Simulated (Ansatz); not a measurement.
```yaml
atoms:
  - { symbol: C, position_ang: [1.3965, 0.0000, 0.0000] }
  - { symbol: C, position_ang: [0.6983, 1.2130, 0.0000] }
  - { symbol: C, position_ang: [-0.6983, 1.2130, 0.0000] }
  - { symbol: C, position_ang: [-1.3965, 0.0000, 0.0000] }
  - { symbol: C, position_ang: [-0.6983, -1.2130, 0.0000] }
  - { symbol: C, position_ang: [0.6983, -1.2130, 0.0000] }
  - { symbol: H, position_ang: [2.4825, 0.0000, 0.0000] }
  - { symbol: H, position_ang: [1.2412, 2.1564, 0.0000] }
  - { symbol: H, position_ang: [-1.2412, 2.1564, 0.0000] }
  - { symbol: H, position_ang: [-2.4825, 0.0000, 0.0000] }
  - { symbol: H, position_ang: [-1.2412, -2.1564, 0.0000] }
  - { symbol: H, position_ang: [1.2412, -2.1564, 0.0000] }
```

RHF on singlet C6H6 was run in several spherical basis sets with Ansatz (development build ahead of 0.2.0).

Question: Rank the basis sets by the total energy that they give, lowest first, with the distance from the lowest.
A. 6-31G
B. 6-31++G(d,p)
C. def2-SVP

Answer: B (0.00 eV), A (2.65 eV), C (5.04 eV).

Totals follow the description of the cores as much as that of the bonds, so this order isn't one of quality for chemistry.
